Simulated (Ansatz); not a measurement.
How far each method lies from UCCSDT(Q) for H₃Ge–BH₂, triplet

Geometry: a PBE0/def2-TZVP stationary point for this spin, not checked as a minimum. The singlet lies 0.9 eV lower here.

```xyz
7

Ge   -0.0092    0.0000    0.3056
B     0.1338    0.0000   -1.8952
H     0.7100   -1.2821    0.7492
H     0.7100    1.2821    0.7492
H    -1.4876    0.0000    0.7272
H    -0.3540   -1.0970   -1.9610
H    -0.3540    1.0970   -1.9610
```

Basis cc-pVDZ; Ansatz 0.2.0. Correlated methods freeze the noble-gas cores and the filled d shells of p-block atoms, which leaves 12 electrons in 51 orbitals. R marks a restricted (for open shells ROHF) determinant, U an unrestricted one. No spin–orbit coupling is included, and no scalar relativity.

Full CI isn't at hand for all of this; UCCSDT(Q) serves as the reference, and is uncertain by the last step of the cluster series or more.

```
UHF ⟨S²⟩                          : 2.011
T1 diagnostic (RCCSD)             : 0.0177
largest doubles amplitude (RCCSD) : 0.025
T1 diagnostic (UCCSD)             : 0.0130
```

Task: From what is known of these methods and the diagnostics, rank them by the size of their error in total energy against UCCSDT(Q) in cc-pVDZ, smallest first (an estimate: the text doesn't fix the numbers).
A. UHF
B. UCCSD(T)
C. UCCSDT
D. UMP2
E. UCCSD

Result: C (0.4 kJ/mol), B (3.4 kJ/mol), E (16.0 kJ/mol), D (131.6 kJ/mol), A (589.6 kJ/mol).

All errors are against UCCSDT(Q) in cc-pVDZ. Within each family the higher level lies nearer, as is usual though not guaranteed.
